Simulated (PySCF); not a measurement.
# NaCl at PBE0

Computed with PBE0; PySCF, no relativity, basis sets Na def2-TZVP, Cl def2-TZVP.

```
state                                            : ¹Σ⁺ (singlet), closed shell
bond length                                      : 2.358 Å
harmonic wavenumber                              : 365 cm⁻¹
force constant                                   : 1.09 mdyn/Å
rotational constant Be                           : 0.2186 cm⁻¹
anharmonicity ωexe                               : 1.77 cm⁻¹
vibration–rotation constant αe                   : 0.00164 cm⁻¹
well depth De to Na + Cl                         : 4.03 eV
dissociation energy D0                           : 4.01 eV
HOMO–LUMO gap                                    : 4.78 eV
bond order (Mayer)                               : 0.62
dipole moment (positive dipole means Na(−)Cl(+)) : -8.72 D
```
